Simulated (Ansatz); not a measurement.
PF₃⁻. Charge -1, multiplicity 2. Geometry r2SCAN-D4/def2-TZVPD; atoms count from 1.

```
atom   x (Å)   y (Å)   z (Å)
  P1   0.418  -0.207  -0.067
  F2  -1.039   0.518   0.169
  F3   0.390   0.540  -1.692
  F4   0.231  -0.850   1.591
```

(1) Estimate the Mulliken populations from the PBE0/def2-TZVPD orbitals of Ansatz.

(2) Where does the spin sit?

(3) And the Mayer bond orders between heavy atoms (over 0.3)?

## Answers

(1) 
| atom | charge (e) | spin (α − β) |
| --- | --- | --- |
| P1 | 0.19 | 0.90 |
| F2 | -0.27 | 0.04 |
| F3 | -0.46 | 0.03 |
| F4 | -0.46 | 0.03 |
Mulliken values depend strongly on the basis. With diffuse functions, as here, like atoms can get unlike values, and bond orders can come out too low or too high.

(2) Summed by element: P 0.90, F 0.10, of 1 unpaired in all. Largest on single atoms: P1 0.90, F2 0.04, F4 0.03.

(3) P1–F2 0.89 (1.64 Å); P1–F3 0.65 (1.79 Å); P1–F4 0.65 (1.79 Å).
